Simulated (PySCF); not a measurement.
CH3O, SMILES `[O]C` (charge 0, multiplicity 2)

All values below come from PBE-D3(BJ)/def2-TZVP in PySCF.

- highest occupied spin orbital: -5.95 eV
- dipole moment: 2.11 D
- total energy: -3128.31 eV
- cost: roughly 29 core-seconds

Bond lengths (Å): C1–O2 1.353, C1–H3 1.123, C1–H4 1.112, C1–H5 1.112. Angles (°): O2–C1–H3 105.4, O2–C1–H4 114.4, O2–C1–H5 114.4, H3–C1–H4 104.9, H3–C1–H5 104.8, H4–C1–H5 111.8.
Charge 0, spin multiplicity 2.
